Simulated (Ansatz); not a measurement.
`CNP` + `N=CF` → `F/C=N/P` + CH₃NH₂  (ligand exchange at a P–N bond)

Program: Ansatz. Geometries: PBE0-D4/def2-TZVP. ΔE: electronic, gas phase. CCSD(T)/CBS is the MP2 limit (def2-TZVPP, def2-QZVPP) plus CCSD(T) − MP2 in def2-TZVPP, frozen cores. This one scheme is used for every species. Each species was taken in one conformer, which may not be the lowest.

```tsv
species	CCSD(T)/CBS(def2) energy (Eh)
`CNP`	-437.28343
`N=CF`	-193.72220
`F/C=N/P`	-535.25055
CH₃NH₂	-95.75281
```

(1) Work out ΔE.

Largest T1 diagnostic among the species: 0.014.

Answers

(1) ΔE = (-535.25055) + (-95.75281) − (-437.28343) − (-193.72220) = 0.00227 Eh = +1.4 kcal/mol.

From BLYP to BHLYP (50 % exact exchange), in def2-TZVPP and without D4, ΔE moves by +1.0 kcal/mol. Leaving LDA and LC-ωPBE aside and taking each functional with its dispersion term where it has one, the values, not all of them listed here, spread over 0.9 kcal/mol, from B97M-V to CAM-B3LYP-D4. LDA lies +1.1 kcal/mol from PBE without D4.
